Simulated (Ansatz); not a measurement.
# Loss of H2: BH(OH) → BO + H2

Species: BH(OH), doublet; BO, doublet; H2 (hydrogen), singlet. 

Shapes, held fixed at every level: PBE0-D4/def2-TZVP. Flexible molecules stand in one conformer, not always the lowest. Programs: Ansatz 0.2.0. The zero-point and thermal change to 298 K, harmonic and unscaled (PBE0-D4/def2-TZVP), is -18.0 kJ/mol.

```tsv
level	kind	ΔH(298 K) (kJ/mol)	less CCSD(T)/CBS estimate
HF/def2-TZVPP	Hartree–Fock	+87.7	+15.5
PBE-D4/def2-TZVPP	GGA	+81.6	+9.4
r2SCAN-D4/def2-TZVPP	meta-GGA	+81.3	+9.1
MP2/def2-TZVPP	perturbation theory	+66.2	-6.0
CCSD/def2-SVP	coupled cluster or CI	+65.0	-7.2
CCSD(T)/def2-TZVPP	coupled cluster or CI	+71.2	-1.0
CCSD/def2-TZVPP	coupled cluster or CI	+78.0	+5.8
CCSD(T)/CBS estimate	coupled cluster or CI	+72.2	0.0
```

The highest level, CCSD(T)/CBS estimate, gives ΔH(298 K) = +72.2 kJ/mol; the levels span +65.0 to +87.7. The column of differences is taken from that level and isn't an error. No measured value is set beside it here. Open shells run unrestricted unless RO is named. The CBS estimate extrapolates MP2 from def2-TZVPP and def2-QZVPP and adds CCSD(T) − MP2 in the triple-zeta set, cores frozen; for H2 it overshoots the exact energy by about 1 mEh.
